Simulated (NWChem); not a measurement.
Basis-set convergence for FLi

```xyz
2

Li     0.0000     0.0000    -1.1492
F      0.0000     0.0000     0.3831
```
Charge 0, spin multiplicity 1.

Everything below was run with NWChem. The geometry was optimised at PBE0/def2-SVP, a minimum by its harmonic frequencies.

Quantity: vertical ionisation energy at the level ΔPBE (Δ: difference of total energies, the cation a doublet at the parent's geometry with its hole in an orbital of symmetry b1 (C2v labels); it is the state that the SCF runs reached, from PBE0 orbitals for Hartree-Fock references, and need not be the lowest).

The Pople sets run with spherical d functions. The structure started from a generated list of species. No SCF solution was tested for a lower state.

| basis | functions | vertical ionisation energy (eV) |
|---|---|---|
| STO-3G | 10 | [?] |
| 3-21G | 18 | [?] |
| pcseg-1 | 23 | 11.84 |
| def2-SVP | 23 | [?] |
| cc-pVDZ | 28 | 11.72 |
| def2-SVPD | 35 | 12.04 |
| 6-311G** | 36 | 11.78 |
| def2-TZVP | 45 | 11.83 |
| def2-TZVPP | 50 | 11.88 |
| cc-pVTZ | 60 | 11.91 |

### Question
Complete the blanks.

### Answer

- STO-3G, vertical ionisation energy (eV): 9.17
- 3-21G, vertical ionisation energy (eV): 11.08
- def2-SVP, vertical ionisation energy (eV): 11.51
